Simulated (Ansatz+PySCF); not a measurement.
Two shapes of doublet CHCl₂.

Shape 1:

```xyz
4

C     0.0000    0.6837   -0.0968
Cl   -1.4671   -0.1667    0.0087
Cl    1.4671   -0.1667    0.0087
H     0.0000    1.6995    0.2685
```

Shape 2:

```xyz
4

C     0.0000    0.6887   -0.0974
Cl   -1.4844   -0.1717    0.0093
Cl    1.4844   -0.1717    0.0093
H     0.0000    1.7045    0.2679
```

Basis set: cc-pVTZ on H, C; cc-pV(T+d)Z on Cl (spherical functions). Left uncorrelated: 11 orbitals. Correlation on ROHF uses semicanonical orbitals with singles. Charge 0, multiplicity 2.

Computed with Ansatz (development build ahead of 0.2.0) and PySCF 2.14.0; each method stands on the lowest determinant of its kind that the runs found.

**Question.** Which shape is lower in energy, and by how much in each method?

**Answer.**

| method | E(2) − E(1) (eV) |
| --- | --- |
| ROHF | 0.004 |
| UHF | 0.006 |
| ROHF-MP2 | 0.017 |
| UHF-MP2 | 0.016 |
| ROHF-CCSD(T) | 0.004 |

Shape 1 is lower.
